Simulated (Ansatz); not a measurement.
# C4H6O: one species, many methods

Aim: compute C4H6O with functionals from several rungs and with coupled cluster, and see how far each lands from CCSD(T) at the basis-set limit for the atomisation energy.

Method: functionals in def2-TZVPP, the program's frozen cores in correlated methods; program: Ansatz 0.2.0, Gaussian basis.

The runs, in order: LDA (SPW92), PBE-D4, revPBE-D4, BLYP-D4, r2SCAN-D4, B97M-V, PBE0-D4, B3LYP-D4, r2SCANh-D4, r2SCAN0-D4, HSE06-D4, BHLYP-D4, CAM-B3LYP-D4, LC-ωPBE, ωB97X-V, ωB97M-V, B2PLYP, PBE-QIDH; CCSD(T)/def2-SVP; CCSD(T)/def2-TZVPP; MP2/def2-QZVPP; extrapolation to the limit; RPA on PBE.

## Step 1: Structure used throughout

The geometry comes from an earlier relaxation with PBE0-D4 in a triple-zeta def2 set; it is a stationary point, not always the lowest conformer.

SMILES `C1=COCC1`, 11 atoms, charge 0, spin multiplicity 1.

Atoms are counted from 1 here; the program's logs count them from 0.

Bond lengths: C1–C2 1.327 Å, C1–C5 1.504 Å, C1–H6 1.079 Å, C2–O3 1.356 Å, C2–H7 1.081 Å, O3–C4 1.439 Å, C4–C5 1.535 Å, C4–H8 1.095 Å, C4–H9 1.090 Å, C5–H10 1.093 Å, C5–H11 1.096 Å. Angles: C2–C1–C5 108.3°, C2–C1–H6 125.8°, C5–C1–H6 125.8°, C1–C2–O3 115.4°, C1–C2–H7 129.8°, O3–C2–H7 114.8°, C2–O3–C4 106.3°, O3–C4–C5 106.8°, O3–C4–H8 107.5°, O3–C4–H9 107.9°, C5–C4–H8 111.4°, C5–C4–H9 114.1°, H8–C4–H9 108.9°, C1–C5–C4 100.9°, C1–C5–H10 113.5°, C1–C5–H11 111.4°, C4–C5–H10 111.5°, C4–C5–H11 112.4° and more.

## Step 2: LDA

This LDA is Slater exchange with PW92 correlation.

in.yaml

```yaml
crystal:
  periodic: [false, false, false]
  atoms:
    - {symbol: C, position_ang: [0.483514, 0.925887, -0.541541]}
    - {symbol: C, position_ang: [1.010627, 0.729608, 0.659909]}
    - {symbol: O, position_ang: [0.469072, -0.289439, 1.372570]}
    - {symbol: C, position_ang: [-0.424185, -0.978377, 0.478523]}
    - {symbol: C, position_ang: [-0.637418, -0.058796, -0.731589]}
    - {symbol: H, position_ang: [0.766854, 1.700931, -1.236329]}
    - {symbol: H, position_ang: [1.799163, 1.268702, 1.166834]}
    - {symbol: H, position_ang: [0.059852, -1.915790, 0.187012]}
    - {symbol: H, position_ang: [-1.336831, -1.208282, 1.028263]}
    - {symbol: H, position_ang: [-0.576083, -0.612311, -1.671595]}
    - {symbol: H, position_ang: [-1.614564, 0.437846, -0.712036]}
basis:
  gaussian: {orbitals: def2-TZVPP}
hamiltonian: {xc: lda}
output: {orbitals: {seedname: orbitals}}
```

Run with:

```
$ ansatz run in.yaml --threads 4 --pin off --events-out ev --progress --plain --max-ram 10444MiB
```

After this run come: PBE-D4 (GGA); revPBE-D4 (GGA); BLYP-D4 (GGA); r2SCAN-D4 (meta-GGA); B97M-V (meta-GGA); PBE0-D4 (hybrid); B3LYP-D4 (hybrid); r2SCANh-D4 (hybrid); r2SCAN0-D4 (hybrid); HSE06-D4 (hybrid); BHLYP-D4 (hybrid); CAM-B3LYP-D4 (range-separated); LC-ωPBE (range-separated); ωB97X-V (range-separated); ωB97M-V (range-separated); B2PLYP (double hybrid); PBE-QIDH (double hybrid); CCSD(T) in def2-SVP; CCSD(T) in def2-TZVPP; MP2 in def2-QZVPP; RPA on PBE orbitals.

Before running them: what should the planned runs give, taken together? Wanted: atomisation energy, CCSD(T)/CBS; farthest beyond LDA; mean size of error, GGA; mean size of error, meta-GGA; mean size of error, hybrid; mean size of error, range-separated; mean size of error, double hybrid; gap, smallest and largest; T1 diagnostic.

As calculated:

| quantity | value |
| --- | --- |
| atomisation energy, CCSD(T)/CBS | 4679.2 kJ/mol |
| functionals within 23.4 kJ/mol (0.5 %) | BLYP-D4, B97M-V, B3LYP-D4, r2SCANh-D4, ωB97X-V, ωB97M-V, PBE-QIDH |
| farthest beyond LDA | PBE-D4 (+155.4 kJ/mol) |
| mean size of error, GGA | 64.0 kJ/mol |
| mean size of error, meta-GGA | 19.3 kJ/mol |
| mean size of error, hybrid | 54.1 kJ/mol |
| mean size of error, range-separated | 21.6 kJ/mol |
| mean size of error, double hybrid | 22.0 kJ/mol |
| gap, smallest and largest | 4.66 eV (LDA (SPW92)), 11.94 eV (LC-ωPBE) |
| T1 diagnostic | 0.0124 |
| triples share of the correlation energy | 4.2 % |

What this shows: The LDA atomisation energy is off by 753.3 kJ/mol (16 %): it overbinds. PBE-D4 is off by +155.4 kJ/mol. Double hybrids carry the basis error of their MP2 part in triple zeta, and no dispersion term here, so their miss is partly the set-up's. The rungs meta-GGA, range-separated, double hybrid miss on average by less than the doubt on the reference (23.4 kJ/mol), so they tie. The reference freezes the cores and leaves out relativity and excitations past (T), so misses under about 23.4 kJ/mol can't be ranked. Hartree-Fock recovers 73 % of the binding; the rest is correlation. CCSD(T) in def2-SVP is off by -189.0 kJ/mol, worse than the median functional, from the basis alone. The gap grows from 4.7 to 11.9 eV across the functionals, mostly with the share of exact exchange.
